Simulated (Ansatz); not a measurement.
Elastic constant C11 of some elemental solids other than molecular ones

Method: r²SCAN in Ansatz (PAW). References are measured values at low temperature. The table is a random draw of 14 from 19 solids with such references.

Values in GPa.

```tsv
solid	reference	r²SCAN	error (%)
fcc Pt	358	329	-8.1
diamond-structure Si	168	168	0.0
hcp Y	83.4¶	76.9	-7.8
fcc Al	114	132	+15.8
hcp Zn	177¶	222	+25
diamond	1081	1112	+2.9
hcp Zr	155	153	-1.3
hcp Ti	176	188	+6.8
fcc Pd	234¶	213	-9.0
hcp Be	299¶	338	+13.0
bcc W	533¶	552	+3.6
hcp Mg	63.5¶	72.2	+13.7
fcc Cu	176¶	202	+14.8
diamond-structure Ge	131	127	-3.1
```

Over these 14 solids the mean error is +4.8 %, the mean absolute error 8.9 % (median 7.9 %), and the worst case hcp Zn at +25 %; the value is too high in 8 of 14 cases. Over all 19, from unrounded values, the mean error is +2.8 % and the mean absolute error 8.0 % (median 6.5 %). Caveats on values not shown: shear constants of such metals converge slowly with the k mesh (2).

All these references are low-temperature values that still hold zero-point motion.

Spin–orbit coupling is left out, also for the solids with elements from indium on (fcc Pt, bcc W); its size isn't shown.

¶ marks references of a special kind: hcp Y, 83.4 ± 0.2 GPa (measured, 0 K, extrapolated to 0 K; as tabulated in Elastic Constants of Yttrium Single Crystals in the Temperature Range 4.2-400 K); hcp Zn, 177 GPa (measured, 0 K, extrapolated to 0 K; zero-point effects included; as tabulated in Galib et al. (2023), arXiv:2209.08184); fcc Pd, 234 GPa (measured, 0 K, extrapolated to 0 K; zero-point effects included; as tabulated in Malica and Corso (2021), arXiv:2109.00459); hcp Be, 299 ± 0.6 GPa (measured, 0 K, extrapolated to 0 K; as tabulated in Elastic Constants of Single Crystal Beryllium, J. Appl. Phys., doi …); bcc W, 533 GPa (measured, 0 K, extrapolated to 0 K; zero-point effects included; as tabulated in Wang et al. (2022), arXiv:2209.12322); hcp Mg, 63.5 GPa (measured, 0 K, extrapolated to 0 K; zero-point effects included; as tabulated in Ibrahim et al. (2023), arXiv:2305.03577); fcc Cu, 176 GPa (measured, 0 K, extrapolated to 0 K; zero-point effects included; as tabulated in Malica and Corso (2021), arXiv:2109.00459).

Differences are worked out from the printed values.

Each level is taken at its own relaxed cell. Caveats: shear constants of such metals converge slowly with the k mesh (bcc W). Ansatz's density-functional and Hartree–Fock values are scalar-relativistic unless marked +SOC, with PAW data made under PBE.

Ansatz's runs of these crystals have no spin polarisation. Meta-GGAs and exact exchange favour moments, which can bear on fcc Pt, hcp Y, hcp Ti, fcc Pd.

Not in this set, of the elemental solids other than molecular ones with a reference value in our tables and a result at some level: 15 for a reference at room or unstated temperature; 3 for a run that failed a test (r²SCAN); 3 for a doubt noted on the run at r²SCAN. These can be a level's best or worst cases. Solids without a released value at any level aren't counted. L1₀ solids are left out, as their cells have other axes than the references. Layered and molecular crystals are counted apart. The metals Ce to Yb are counted apart.

References as tabulated in Tanner et al. (2021), arXiv:2110.11888; Li et al. (2021), arXiv:2102.01972; Malica and Corso (2021), arXiv:2109.00459; Elastic Constants of Yttrium Single Crystals in the Temperature Range 4.2-400 K and others.

Ansatz is a first-principles code.
